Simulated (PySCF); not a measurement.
Molecule: `C1=CSCC1`, C4H6S.

Geometry (Å), atoms numbered from 1 in this order:
```xyz
11

C     1.052   -0.504    0.077
C     1.308    0.579   -0.640
S    -0.083    1.568   -1.015
C    -1.172    0.523    0.033
C    -0.388   -0.734    0.424
H     1.801   -1.215    0.380
H     2.258    0.911   -1.014
H    -1.442    1.123    0.901
H    -2.071    0.301   -0.537
H    -0.756   -1.607   -0.124
H    -0.504   -0.942    1.490
```

Frames of a GFN2-xTB Langevin trajectory at 300 K; GIAO PBE0/pcSseg-1 shieldings in PySCF, gas phase, non-relativistic; equivalent atoms averaged within each frame.

δ = σ(ref) − σ, references computed at the same level: ¹³C (186.93 ppm) and ¹H (31.72 ppm) against TMS; ³³S (503.73 ppm) vs CS2. The references are static minima.

Question: How do the shifts (ppm) fluctuate along the trajectory?

Answer: 
```csv
time (fs),C2,C1,C5,C4,S3,H7,H6,H10/H11,H8/H9
optimised geometry,135.5,123.8,38.4,34.5,69,5.90,5.35,3.00,3.27
250,136.8,126.1,34.4,30.0,93,6.18,5.66,2.74,2.23
425,141.8,133.4,37.1,47.0,111,6.13,6.54,2.36,3.64
625,142.3,130.2,38.1,29.2,61,6.66,4.56,2.79,2.87
800,134.1,125.4,38.3,47.1,100,6.13,4.51,2.96,4.72
1000,138.7,121.5,36.5,42.2,92,6.19,5.37,2.57,3.95
mean of frames,138.7,127.3,36.9,39.1,91,6.26,5.33,2.68,3.48
standard deviation,3.4,4.6,1.6,8.9,19,0.22,0.84,0.23,0.97
```

5 frames give an uncertainty of the mean of about the standard deviation over 2.2 at best, since frames this close in time may not be independent; classical motion lacks zero-point vibration, and the reference would need the same averaging.
